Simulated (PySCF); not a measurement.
## SiF2: map over both bonds

Computed with PySCF, B3LYP, basis Si def2-TZVP, F def2-TZVP (no relativity, density fitting).

Rigid scan from the singlet minimum (Si–F 1.609 Å (×2); F–Si–F 100.8°). Coordinate: rows scale the first bond (Si–F), columns the second (Si–F). Energies in kJ/mol from the minimum.

```json
{"scale \\ scale": "0.94", "0.94": "34.6", "0.97": "?", "1.00": "16.4", "1.04": "20.5", "1.09": "37.0", "1.15": "66.7"}
{"scale \\ scale": "0.97", "0.94": "21.0", "0.97": "7.8", "1.00": "3.7", "1.04": "?", "1.09": "25.6", "1.15": "?"}
{"scale \\ scale": "1.00", "0.94": "16.4", "0.97": "3.7", "1.00": "0.0", "1.04": "5.3", "1.09": "23.0", "1.15": "54.0"}
{"scale \\ scale": "1.04", "0.94": "20.5", "0.97": "8.4", "1.00": "5.3", "1.04": "11.2", "1.09": "29.7", "1.15": "61.5"}
{"scale \\ scale": "1.09", "0.94": "?", "0.97": "25.6", "1.00": "23.0", "1.04": "29.7", "1.09": "49.1", "1.15": "81.9"}
{"scale \\ scale": "1.15", "0.94": "66.7", "0.97": "55.9", "1.00": "54.0", "1.04": "61.5", "1.09": "?", "1.15": "115.8"}
```

Question: Fill in the five missing cells, row by row.

Answer: 21.0, 8.4, 55.9, 37.0, 81.9.

Other isomers or separated fragments may lie lower.
